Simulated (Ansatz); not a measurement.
## Pulling the pair apart

The pair of H$_{3}$O⁺ (SMILES [OH3+], atoms 1–4) and CH$_{4}$ (SMILES C, atoms 5–9), both closed shells, in one local arrangement (a lower one may exist), relaxed at PBE0-D4/def2-TZVP:

```json
{"atom": "O1", "x (Å)": "0.2945", "y (Å)": "0.0618", "z (Å)": "-1.6061"}
{"atom": "H2", "x (Å)": "-0.2629", "y (Å)": "0.7374", "z (Å)": "-2.0330"}
{"atom": "H3", "x (Å)": "0.1819", "y (Å)": "-0.8152", "z (Å)": "-2.0155"}
{"atom": "H4", "x (Å)": "0.2095", "y (Å)": "0.0490", "z (Å)": "-0.5920"}
{"atom": "C5", "x (Å)": "-0.0971", "y (Å)": "-0.0103", "z (Å)": "1.2131"}
{"atom": "H6", "x (Å)": "-1.1419", "y (Å)": "-0.2901", "z (Å)": "1.0833"}
{"atom": "H7", "x (Å)": "0.1114", "y (Å)": "0.9958", "z (Å)": "0.8244"}
{"atom": "H8", "x (Å)": "0.5863", "y (Å)": "-0.7882", "z (Å)": "0.8460"}
{"atom": "H9", "x (Å)": "0.1182", "y (Å)": "0.0599", "z (Å)": "2.2797"}
```

CH$_{4}$ is shifted rigidly along the line between the mean atom positions of the two fragments (negative: closer). Counterpoise interaction energies in kcal/mol. Program: Ansatz 0.2.0. Basis: def2-TZVPPD. Cores are frozen in the correlated methods.

| shift (Å) | HF | PBE0-D4 | MP2 |
| --- | --- | --- | --- |
| -0.18 | -3.65 | -11.59 | -9.04 |
| -0.09 | -5.74 | -12.66 | -10.39 |
| 0.00 | -6.93 | -12.96 | -10.93 |
| 0.09 | -7.49 | -12.74 | -10.94 |
| 0.22 | -7.61 | -11.91 | -10.39 |
| 0.46 | -6.79 | -9.74 | -8.64 |
| 0.92 | -4.51 | -5.91 | -5.35 |
| 1.83 | -1.89 | -2.18 | -2.09 |

Problem. What does CCSD(T) give at these shifts? (To be estimated.)

Solution. Computed: -8.64, -10.08, -10.69, -10.75, -10.26, -8.57, -5.30, -2.06 kcal/mol. For zero shift, CCSD(T) at an estimated basis limit (MP2 extrapolated from triple and quadruple zeta, plus CCSD(T) − MP2 in triple zeta) gives -11.31 kcal/mol. These are counterpoise interaction energies, counted from the two frozen fragments.

T1 diagnostic: at most 0.008.

For scale, one of the runs: CCSD(T)/def2-TZVPPD, 196 basis functions, launched by `ansatz run in.yaml --threads 2 --pin off --events-out ev --progress --plain --max-ram 5222MiB`. The run took 17 s on 2 CPU threads of an Intel Xeon 6975P-C (shared host), with 2.5 GiB of host memory at its peak.
